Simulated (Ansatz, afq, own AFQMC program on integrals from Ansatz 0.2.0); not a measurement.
SiHO, quartet in cc-pVDZ, levels against CCSDT(Q)

```json
{"atom": "Si", "x (Å)": "0.0000", "y (Å)": "-0.0944", "z (Å)": "0.5921"}
{"atom": "O", "x (Å)": "0.0000", "y (Å)": "0.0915", "z (Å)": "-1.1262"}
{"atom": "H", "x (Å)": "0.0000", "y (Å)": "1.1795", "z (Å)": "1.3768"}
```

Connectivity, by distances: SiH–O.

Basis cc-pVDZ. Only valence electrons are correlated. Integrals, coupled cluster, full CI and functionals: Ansatz 0.2.0; the random walks run on the same integrals in our own AFQMC program. The CISD trial takes its coefficients from CCSD amplitudes. Released means that phaseless walkers are propagated on without the constraint, phases kept. Free AFQMC starts from the CCSD state and is never constrained. Its projection time is finite, and what remains of the start isn't in its error. ± is one standard error of the sampling.

Determinant: UHF, the one that the program's search chose, which needn't be the lowest solution. The geometry is a PBE0/def2-TZVP stationary point of this or a neighbouring charge and spin state.

No full CI on the walks' own integrals is used here; CCSDT(Q) serves as the reference and is uncertain by about the last step of the cluster series.

Cautions: lower spins were not checked.

```
T1 diagnostic                               : 0.0216
weight of the determinant in the CISD state : 0.905
⟨S²⟩ of the determinant                     : 3.762
size of the correlated space                : 11 electrons in 31 orbitals
```

Reference: CCSDT(Q), correlation energy -6.342 eV. The released energy is read at 2.40 1/Eh (meV from the phaseless value at times in 1/Eh: 0 ± 10 at 0.24, -7 ± 8 at 0.51, -11 ± 9 at 0.99, -38 ± 14 at 1.62, -32 ± 21 at 2.40).

| level | E − E(reference) (mEh) | share of correlation (%) |
| --- | --- | --- |
| HF | 233.06 | 0.00 |
| MP2 | 33.47 | 85.64 |
| CCSD | 6.39 | 97.26 |
| CCSD(T) | 1.47 | 99.37 |
| CCSDT | 0.47 | 99.80 |
| ph-AFQMC/HF | 2.13 ± 1.65 | 99.09 |
| ph-AFQMC/CISD | 0.68 ± 0.39 | 99.71 |
| released AFQMC | -0.49 ± 0.76 | 100.21 |
| free AFQMC | 0.14 ± 0.46 | 99.94 |

Free projections are given only where their last times agree within the noise and don't stop above the reference; a slow remainder of the start can still hide under it. A walk keeps the symmetry of its determinant, which the program's search chose and which needn't be the lowest solution, so a lower state of the same spin and another symmetry isn't excluded. Released energies are given only where the last usable release times agree within the noise; a slower fall can still hide under it.
